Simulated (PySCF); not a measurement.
## Working out the ionisation energy of Al

Al [Ne] 3s2 3p1 (2P) → Al⁺ [Ne] 3s2 (1S). Calculation: PySCF 2.14, in x2c-TZVPPall with one added diffuse shell each of s, p, d type (6s6p4d1f, 51 functions); scalar relativity by spin-free X2C-1e. Frozen: 1s2. Energies in hartree (1 hartree = 27.21139 eV):

```tsv
part	Al (lower)	Al⁺ (upper)
UHF	-242.310246	-242.104834
CCSD correlation	-0.201802	-0.190917
(T)	-0.003211	-0.002243
```

Q: What does Hartree-Fock give?

A: (-242.104834) − (-242.310246) = 0.205412 hartree = 5.590 eV.

Q: What do CCSD and CCSD(T) give?

A: The CCSD correlation energies differ by 0.010885 hartree = 0.296 eV and the triples by 0.000968 hartree = 0.026 eV, so CCSD gives 5.886 eV and CCSD(T) 5.912 eV.

Measured between the centres of the two terms (NIST): 5.977 eV, so CCSD(T) (valence and next inner shell) is off by -0.065 eV.

What remains against the reference includes basis incompleteness, the frozen core and higher excitations.
